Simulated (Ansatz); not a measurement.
Process, species as SMILES: [CH2][SiH3] (CH2-SiH3) → C atom + 5 H atom + Si atom
B3LYP-D3(BJ)/def2-TZVP geometries, fixed; electronic energies without zero-point terms.
Largest species:
```
Si
H 1 1.4823
H 1 1.4830 2 109.47
H 1 1.4878 2 107.84 3 116.74
C 1 1.8421 2 110.29 4 121.63
H 5 1.0839 1 122.71 2 -26.73
H 5 1.0841 6 114.66 1 177.78
```
Charge 0, spin multiplicity 2.

Basis-set convergence of the atomisation energy at PBE with Ansatz (a quantum-chemistry and plane-wave program). All functions are spherical. The program fits the integrals of some runs and decomposes those of others, by size. Open shells are unrestricted. No added dispersion term, no relativity. Functions are those of the species that has most. Reference: the value in aug-pcseg-3, 516.70 kcal/mol, itself unsure by roughly 0.22 kcal/mol (its mean distance from aug-cc-pV(Q+d)Z, def2-QZVPPD, pcseg-3). Deviations are taken from unrounded values.

```json
[
 {"basis": "def2-SV(P)", "functions": "42"},
 {"basis": "def2-SVP", "functions": "57"},
 {"basis": "cc-pV(D+d)Z", "functions": "62"},
 {"basis": "def2-TZVP", "functions": "98"},
 {"basis": "aug-cc-pV(D+d)Z", "functions": "100"},
 {"basis": "cc-pV(T+d)Z", "functions": "139"},
 {"basis": "def2-TZVPP", "functions": "143"},
 {"basis": "jun-cc-pV(T+d)Z", "functions": "157"},
 {"basis": "aug-cc-pV(T+d)Z", "functions": "216"},
 {"basis": "cc-pV(Q+d)Z", "functions": "269"},
 {"basis": "def2-QZVPP", "functions": "277"},
 {"basis": "aug-cc-pV(Q+d)Z", "functions": "399"}
]
```

Task: Which is the smallest set listed that can be trusted to 4 kcal/mol here, that is, within that of the reference together with its larger relatives (same family, alike in diffuse functions; a set with none to test it counts only in the reference's own line)?

Result: The smallest set listed that lies within 4 kcal/mol of the reference with all its larger relatives (same family, alike in diffuse functions; a set with none counts only in the reference's own line) is def2-SVP (57 functions, -1.46 kcal/mol off). Value minus reference: def2-SV(P) -7.27, def2-SVP -1.46, cc-pV(D+d)Z -6.73, def2-TZVP -0.57, aug-cc-pV(D+d)Z -7.50, cc-pV(T+d)Z 0.13, def2-TZVPP 0.24, jun-cc-pV(T+d)Z -0.28, aug-cc-pV(T+d)Z -0.53, cc-pV(Q+d)Z 0.73, def2-QZVPP -0.10, aug-cc-pV(Q+d)Z 0.56 kcal/mol.
